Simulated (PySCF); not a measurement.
BP: frontier orbitals

r²SCANh at R = 1.741 Å; PySCF, no relativity, basis sets B cc-pVTZ, P cc-pV(T+d)Z. State: ³Π (triplet), unpaired electrons σ ↑, π ↑. Only the outer orbitals are listed, counted within each symmetry.

| spin | orbital | occ. | ε (eV) | on B (%) | main shells (%) |
| --- | --- | --- | --- | --- | --- |
| α | 5σ | 1 | -17.39 | 30 | 65 P s, 22 B s |
| α | 6σ | 1 | -10.67 | 50 | 46 B s, 26 P p, 22 P s |
| α | 2π | 1 | -7.99 | 31 | 67 P p, 30 B p |
| α | 7σ | 1 | -7.43 | 65 | 48 B p, 31 P p, 17 B s |
| α | 2π | 1 | -6.91 | 37 | 61 P p, 36 B p |
| α | 3π | 0 | -2.43 | 63 | 62 B p, 31 P p |
| α | 3π | 0 | -1.78 | 58 | 56 B p, 37 P p |
| α | 8σ | 0 | 2.82 | 40 | 58 P p, 41 B p, 17 P d |
| β | 5σ | 1 | -15.95 | 31 | 66 P s, 21 B s, 10 B p |
| β | 6σ | 1 | -9.22 | 30 | 46 P p, 28 B s, 23 P s |
| β | 2π | 1 | -6.58 | 28 | 71 P p, 26 B p |
| β | 2π | 0 | -4.85 | 31 | 68 P p, 30 B p |
| β | 7σ | 0 | -3.22 | 87 | 52 B s, 34 B p, 14 P p |
| β | 3π | 0 | -0.94 | 65 | 66 B p, 27 P p |

Problem. Which are the highest filled and the lowest empty level, where do they sit, and how wide is the gap?

Solution. Highest filled β 2π at -6.58 eV (in %: 71 P p, 26 B p); lowest empty β 2π at -4.85 eV (in %: 68 P p, 30 B p); the gap at r²SCANh is 1.73 eV. Both belong to one degenerate shell, split only by its one-sided filling, so this is no excitation gap.

- bond order (Mayer): 2.33
- ⟨S²⟩: 2.019
- charge on B (Mulliken, basis-dependent): -0.03
- charge on B (Löwdin, basis-dependent): -0.43
- dipole moment (positive dipole means B(−)P(+)): -0.34 D

The state is the lowest determinant that a PBE0 search found; another state may lie lower at other levels.
